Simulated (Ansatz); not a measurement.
[S3]- (S3⁻) was relaxed with r2SCAN-D4 (def2-TZVPD) in Ansatz in these states: charge -1 doublet, neutral singlet. The geometries follow in no particular order.

A:

```xyz
3

S     0.661    0.022    1.598
S    -0.468   -0.526    0.045
S    -0.193    0.504   -1.643
```

B:

```xyz
3

S     1.122   -1.232   -0.216
S     0.244    0.464   -0.390
S    -1.366    0.768    0.606
```

Q: Judge from the bond lengths which geometry belongs to which state (an estimate).

A: A is the charge -1 doublet (S1–S2 1.996 Å, S2–S3 1.996 Å); B is the neutral singlet (S1–S2 1.917 Å, S2–S3 1.917 Å).

At r2SCAN-D4/def2-TZVPD the highest occupied level of the charge -1 doublet lies above zero (up to 0.10 eV). By energy differences its removal costs 2.62 eV (vertical, to the charge 0 singlet, at r2SCAN-D4/def2-TZVPD); a positive level beside a positive removal energy at the same level points to self-interaction error.
